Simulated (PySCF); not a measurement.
# Spin states of NaMg⁺

Unrestricted PBE0; basis Na cc-pVDZ, Mg cc-pVDZ; no relativity; PySCF 2.14. Outer shells of the fragments: Na+ closed shells only; Mg 3s2.

Followed along the bond (rough minima from three points):

| 2Ms+1 | unpaired | ⟨S²⟩ at the start | R at minimum (Å) | Te (eV) |
| --- | --- | --- | --- | --- |
| 1 | none | 0.00 | 3.22 | 0.00 |
| 3 | σ ↑↑ | 2.00 | none in the scan | ≤ 1.96 |

Solutions found at the starting distance of 3.030 Å, counted from the lowest of them; the search is not exhaustive and high or unbound solutions are not listed, so other states can lie among these:

| 2Ms+1 | unpaired | term | E (eV) | ⟨S²⟩ | ⟨Lz²⟩ | μ (D) |
| --- | --- | --- | --- | --- | --- | --- |
| 1 | none | ¹Σ⁺ | 0.00 | 0.00 | 0.00 | -2.38 |
| 3 | σ ↑↑ | ³Σ⁺ | 2.23 | 2.00 | 0.00 | -2.44 |
| 3 | σ ↑, π ↑ | ³Π | 3.03 | 2.00 | 1.00 | -2.45 |
| 1 | σ ↑, π ↓ | mixed | 3.69 | 1.00 | 1.00 | -2.25 |
| 3 | σ ↑, δ ↑ | ³Δ | 9.36 | 2.00 | 4.00 | 6.32 |
| 1 | σ ↑, δ ↓ | mixed | 9.49 | 1.00 | 4.00 | 7.08 |

A term symbol is given only where ⟨S²⟩ and ⟨Lz²⟩ are close to those of a pure state; real π, δ and φ orbitals otherwise mix terms. A positive dipole points towards Mg; it is taken about the centre of mass and depends on that origin.

Counting both spins, an empty level lies below a filled one in some of these solutions, because spin and occupation are held.
